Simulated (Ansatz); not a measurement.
Acetylene (`C#C`). Total charge 0; spin multiplicity 1.

Cartesian coordinates in Å:
```
C 0.5365 -0.2568 0.0667
C -0.5365 0.2568 -0.0667
H 1.4908 -0.7137 0.1853
H -1.4909 0.7137 -0.1853
```

(1) List the harmonic frequencies (cm⁻¹, unscaled) at PBE0-D4/def2-TZVP in Ansatz. (Best estimate.)

(2) Is this a minimum?

(3) Give the ideal-gas thermochemistry at 298.15 K and 1 bar (rigid rotor, harmonic oscillator; point group D∞h, symmetry number 2).

(4) And at 400, 500, 600, 800 and 1000 K?

Answers

(1) Ansatz gave: 636, 636, 772, 772, 2084, 3427, 3528.

(2) Yes, all 7 modes are real.

(3) Zero-point energy 70.9 kJ/mol; H(298) − E = 80.8 kJ/mol; entropy 200.2 J/(mol·K), of which translation 149.5, rotation 45.5, vibration 5.2; G(298) − E = 21.1 kJ/mol.

(4) 
| T (K) | H − E (kJ/mol) | S (J/mol/K) | G − E (kJ/mol) |
| --- | --- | --- | --- |
| 400 | 85.5 | 213.8 | 0.0 |
| 500 | 90.7 | 225.3 | -22.0 |
| 600 | 96.2 | 235.4 | -45.0 |
| 800 | 108.2 | 252.6 | -93.9 |
| 1000 | 121.1 | 267.0 | -145.9 |
